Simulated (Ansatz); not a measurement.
Geometry optimisation, Ansatz, RKS r2SCANh-D4/def2-SVP.

Input:

```yaml
crystal:
  periodic: [false, false, false]
  atoms:
    - { symbol: C, position_ang: [-1.14706, -0.32817, -1.00836] }
    - { symbol: C, position_ang: [-0.64558, 0.52257, -0.11106] }
    - { symbol: Al, position_ang: [0.97215, 0.34822, 0.89887] }
    - { symbol: H, position_ang: [-1.49599, 1.18468, -0.27387] }
    - { symbol: H, position_ang: [-0.75298, -1.30041, -1.35999] }
    - { symbol: H, position_ang: [1.40939, 1.51586, 1.94926] }
    - { symbol: H, position_ang: [2.26202, -0.65846, 1.15299] }
total_charge: -1
basis:
  gaussian: { orbitals: def2-SVP }
hamiltonian:
  xc: r2scanh
  dispersion: d4
relax:
  f_tol: 0.02
  max_steps: 50
```

Command:

```bash
$ ansatz run input.yaml --threads 1 --pin off --max-ram 2048MiB --backend cpu --events-out ev --progress --plain --runs-dir out
```

Q: Where does it end, and by what steps?

A: It converged. Limits of this set-up: an anion without diffuse functions, the dipole of an ion depends on the origin. After 17 steps the energy has fallen by 2.137 eV; H5 moved furthest, 1.63 Å. Joined: C1–Al3.

```json
{"step": "0", "energy less start (eV)": "0.0000", "largest force component (eV/Å)": "3.187", "accepted": "yes"}
{"step": "1", "energy less start (eV)": "-0.9358", "largest force component (eV/Å)": "1.151", "accepted": "yes"}
{"step": "2", "energy less start (eV)": "-1.3213", "largest force component (eV/Å)": "0.734", "accepted": "yes"}
{"step": "3", "energy less start (eV)": "-1.3565", "largest force component (eV/Å)": "0.778", "accepted": "yes"}
{"step": "4", "energy less start (eV)": "-1.3945", "largest force component (eV/Å)": "0.354", "accepted": "yes"}
{"step": "5", "energy less start (eV)": "-1.4037", "largest force component (eV/Å)": "0.527", "accepted": "yes"}
{"step": "6", "energy less start (eV)": "-1.4416", "largest force component (eV/Å)": "0.596", "accepted": "yes"}
{"step": "7", "energy less start (eV)": "-1.4726", "largest force component (eV/Å)": "1.488", "accepted": "yes"}
{"step": "8", "energy less start (eV)": "-1.5257", "largest force component (eV/Å)": "1.838", "accepted": "yes"}
{"step": "9", "energy less start (eV)": "-1.6384", "largest force component (eV/Å)": "1.809", "accepted": "yes"}
{"step": "10", "energy less start (eV)": "-1.7868", "largest force component (eV/Å)": "1.437", "accepted": "yes"}
{"step": "11", "energy less start (eV)": "-1.9534", "largest force component (eV/Å)": "0.654", "accepted": "yes"}
{"step": "12", "energy less start (eV)": "-2.0414", "largest force component (eV/Å)": "1.130", "accepted": "yes"}
{"step": "13", "energy less start (eV)": "-2.1185", "largest force component (eV/Å)": "0.520", "accepted": "yes"}
{"step": "14", "energy less start (eV)": "-2.0872", "largest force component (eV/Å)": "1.518", "accepted": "no"}
{"step": "15", "energy less start (eV)": "-2.1362", "largest force component (eV/Å)": "0.081", "accepted": "yes"}
{"step": "16", "energy less start (eV)": "-2.1368", "largest force component (eV/Å)": "0.023", "accepted": "yes"}
{"step": "17", "energy less start (eV)": "-2.1369", "largest force component (eV/Å)": "0.012", "accepted": "yes"}
```

```xyz
7
Properties=species:S:1:pos:R:3
C -0.578 -0.019 -1.074
C -1.031 0.503 0.090
Al 0.703 0.194 0.798
H -2.064 0.859 0.188
H 0.548 -0.366 -1.052
H 1.897 1.290 0.742
H 1.126 -1.176 1.556
```

Time of the run: 54 s on 1 CPU thread of a shared host.
